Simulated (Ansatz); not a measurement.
H₃Si−, SMILES `[SiH3-]` from Hartree–Fock to CCSD(T)

Bond lengths: Si1–H2 1.546 Å, Si1–H3 1.546 Å, Si1–H4 1.546 Å. Angles: H2–Si1–H3 94.1°, H2–Si1–H4 94.1°, H3–Si1–H4 94.1°.

Charge -1, multiplicity 1. The structure was optimised at the PBE0-D4/def2-TZVPD level. Frozen core, restricted reference, Ansatz 0.2.0. CBS rows extrapolate triple and quadruple zeta.

```tsv
basis	HF (Eh)	MP2 corr.	CCSD corr.	(T)	CCSD(T) total
def2-SVPD	-290.53695	-0.12878	-0.15953	-0.00451	-290.70099
def2-TZVPPD	-290.64103	-0.15303	-0.18204	-0.00629	-290.82936
def2-QZVPPD	-290.65107	-0.16278	-0.18899	-0.00702	-290.84708
CBS(def2)	-290.65246	-0.17001	-0.19414	-0.00757	-290.85417
```
